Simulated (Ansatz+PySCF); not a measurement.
## doublet CHO: levels of theory in one basis

```yaml
atoms:
  - { symbol: C, position_ang: [0.0623, 0.6009, 0.0000] }
  - { symbol: O, position_ang: [0.0623, -0.6234, 0.0000] }
  - { symbol: H, position_ang: [-0.8720, 1.2319, 0.0000] }
```

Basis set: cc-pVTZ (spherical functions). Left uncorrelated: 2 orbitals. Correlation on ROHF uses semicanonical orbitals with singles. Charge 0, multiplicity 2.

Computed with Ansatz (development build ahead of 0.2.0) and PySCF 2.14.0; each method stands on the lowest determinant of its kind that the runs found.

```csv
method,E − E(ROHF) (eV),<S²> of the determinant
ROHF,0.00,0.75
UHF,-0.16,0.77
ROHF-MP2,-10.37,–
ROHF-CCSD(T),-10.98,–
```

(1) What does UHF-MP2 give on the same scale?

Results:

(1) -10.31 eV.
